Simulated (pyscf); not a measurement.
Structures and frequencies: ωB97X-D3(BJ)/def2-SVP in PySCF.

Q: For F–GeH₃ → F–GeH: [singlet] + H₂, a 1,1-elimination (singlet surface; Ge–H, Ge–H broken, H–H formed), PBE/def2-TZVP gives ΔE‡ = 52.8 kcal/mol and ΔE = +28.2 kcal/mol (zero: the reactant's lowest minimum found). In which direction and how far do r²SCAN/def2-TZVP, M06-2X/def2-TZVP, ωB97M-D3(BJ)/def2-TZVP move these?

A: r²SCAN: ΔE‡ = 57.0 kcal/mol, ΔE = +33.4 kcal/mol; M06-2X: ΔE‡ = 63.5 kcal/mol, ΔE = +31.2 kcal/mol; ωB97M-D3(BJ): ΔE‡ = 62.1 kcal/mol, ΔE = +29.2 kcal/mol. PBE's barrier lies under all of them, by 4.2 to 10.7 kcal/mol. Its reaction energy lies under all of them, by 1.0 to 5.2 kcal/mol. This is the saddle that the search found; another between the same sides may lie lower. Elements up to Kr have no core potential and no relativistic terms here.
